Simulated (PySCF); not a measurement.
NH at UHF-SCS-MP2

Computed with UHF-SCS-MP2; basis H cc-pVTZ, N cc-pVTZ; no relativity; PySCF 2.14.

- state: ³Σ⁻ (triplet), unpaired electrons π ↑↑
- bond length: 1.032 Å
- harmonic wavenumber: 3388 cm⁻¹
- force constant: 6.36 mdyn/Å
- rotational constant Be: 16.85 cm⁻¹
- anharmonicity ωexe: 59.4 cm⁻¹
- vibration–rotation constant αe: 0.584 cm⁻¹
- well depth De to H + N: 79.7 kcal/mol
- dissociation energy D0: 74.9 kcal/mol

Correlated steps freeze 1 core orbital. The state is the lowest determinant that a PBE0 search found; another state may lie lower at other levels.
